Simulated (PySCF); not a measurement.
## Potential energy of PN along the bond

Set-up: basis P def2-TZVPPD, N def2-TZVPPD; no relativity; PySCF 2.14. Energies in eV from P + N in their ground configurations at the same level. State: ¹Σ⁺ (singlet), closed shell.

All columns are PBE0. A positive dipole means P(−)N(+).

```json
{"R (Å)": "1.274", "E (eV)": "-3.742", "μ (D)": "-2.96", "Mulliken charge on P (basis-dependent)": "0.27", "HOMO (eV)": "-8.94", "LUMO (eV)": "-1.62", "Mayer bond order": "2.94", "⟨S²⟩": "0.00"}
{"R (Å)": "1.334", "E (eV)": "-4.992", "μ (D)": "-2.93", "Mulliken charge on P (basis-dependent)": "0.26", "HOMO (eV)": "-9.08", "LUMO (eV)": "-1.83", "Mayer bond order": "2.94", "⟨S²⟩": "0.00"}
{"R (Å)": "1.393", "E (eV)": "-5.686", "μ (D)": "-2.91", "Mulliken charge on P (basis-dependent)": "0.26", "HOMO (eV)": "-9.19", "LUMO (eV)": "-2.06", "Mayer bond order": "2.93", "⟨S²⟩": "0.00"}
{"R (Å)": "1.438", "E (eV)": "-5.932", "μ (D)": "-2.89", "Mulliken charge on P (basis-dependent)": "0.26", "HOMO (eV)": "-9.25", "LUMO (eV)": "-2.23", "Mayer bond order": "2.93", "⟨S²⟩": "0.00"}
{"R (Å)": "1.482", "E (eV)": "-5.998", "μ (D)": "-2.87", "Mulliken charge on P (basis-dependent)": "0.27", "HOMO (eV)": "-9.30", "LUMO (eV)": "-2.40", "Mayer bond order": "2.93", "⟨S²⟩": "0.00"}
{"R (Å)": "1.526", "E (eV)": "-5.923", "μ (D)": "-2.85", "Mulliken charge on P (basis-dependent)": "0.27", "HOMO (eV)": "-9.34", "LUMO (eV)": "-2.57", "Mayer bond order": "2.92", "⟨S²⟩": "0.00"}
{"R (Å)": "1.586", "E (eV)": "-5.657", "μ (D)": "-2.82", "Mulliken charge on P (basis-dependent)": "0.27", "HOMO (eV)": "-9.16", "LUMO (eV)": "-2.80", "Mayer bond order": "2.92", "⟨S²⟩": "0.00"}
{"R (Å)": "1.660", "E (eV)": "-5.138", "μ (D)": "-2.79", "Mulliken charge on P (basis-dependent)": "0.26", "HOMO (eV)": "-8.92", "LUMO (eV)": "-3.07", "Mayer bond order": "2.92", "⟨S²⟩": "0.00"}
{"R (Å)": "1.749", "E (eV)": "-4.346", "μ (D)": "-2.76", "Mulliken charge on P (basis-dependent)": "0.25", "HOMO (eV)": "-8.66", "LUMO (eV)": "-3.38", "Mayer bond order": "2.93", "⟨S²⟩": "0.00"}
{"R (Å)": "1.867", "E (eV)": "-3.161", "μ (D)": "-2.73", "Mulliken charge on P (basis-dependent)": "0.23", "HOMO (eV)": "-8.36", "LUMO (eV)": "-3.75", "Mayer bond order": "2.94", "⟨S²⟩": "0.00"}
```

A fit through these points gives, at Re = 1.479 Å, μ = -2.87 D and dμ/dR = 0.444 D/Å; the reduced mass is 9.643 u.

Problem. How strong is the fundamental in the double-harmonic approximation, I = 42.26·(dμ/dR)²/μred km/mol?

Solution. I = 42.26·(0.444)²/9.643 = 0.864 km/mol at PBE0.
